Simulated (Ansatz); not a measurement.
The input, for Ansatz 0.2.0:

```yaml
crystal:
  periodic: [false, false, false]
  atoms:
    - {symbol: O, position_ang: [0.000000, 0.000000, 0.000000]}
    - {symbol: C, position_ang: [0.000000, 0.000000, 1.617000]}
basis:
  gaussian: {orbitals: def2-SVPD}
magnetization: {spin_polarized: false, initial_magnetization: 2}
correlation: {active_space: {ras: {orbitals: [4, 2, 35], electrons: 10, max_holes: 2, max_particles: 2}, fixed_orbitals: true}}
```

```sh
$ ansatz run in.yaml --threads 1 --pin off --events-out ev --progress --plain --max-ram 2393MiB
```

The program prints:

```
423 factors; integrals over basis functions are off by at most 1.2e-3 eV
mean field evaluation 1: about -3052.8327 eV, gradient 3.0e1 eV
mean field evaluation 2: about -3052.8386 eV, gradient 3.0e1 eV
mean field evaluation 4: about -3056.3657 eV, gradient 2.9e0 eV
mean field evaluation 8: about -3056.5946 eV, gradient 2.5e-1 eV
mean field evaluation 16: about -3056.6783 eV, gradient 1.4e0 eV
mean field evaluation 32: about -3057.1215 eV, gradient 2.9e0 eV
mean field evaluation 64: about -3058.1203 eV, gradient 4.2e-1 eV
mean field evaluation 96: about -3057.9681 eV, gradient 5.2e0 eV
mean field evaluation 128: about -3058.1236 eV, gradient 1.6e-5 eV
mean field evaluation 160: about -3058.4468 eV, gradient 7.9e-6 eV
mean field -3058.44681137 eV, -112.3958472281 hartree, gradient 7.7e-6 eV, S^2 2.000000; 12 other end points of the search recorded, 0 dependent functions left out
reference -3058.44681137 eV, -112.3958472281 hartree; 8, 6 occupied and 35, 37 virtual orbitals, 423 factors
state -3065.43362241 eV, -112.6526077979 hartree
Total energy: -3065.43362241 eV, -112.6526077979 hartree
```

Ran on 1 thread of Arm Neoverse V1, shared host: 2.3 s wall, 0.13 GiB peak host memory.
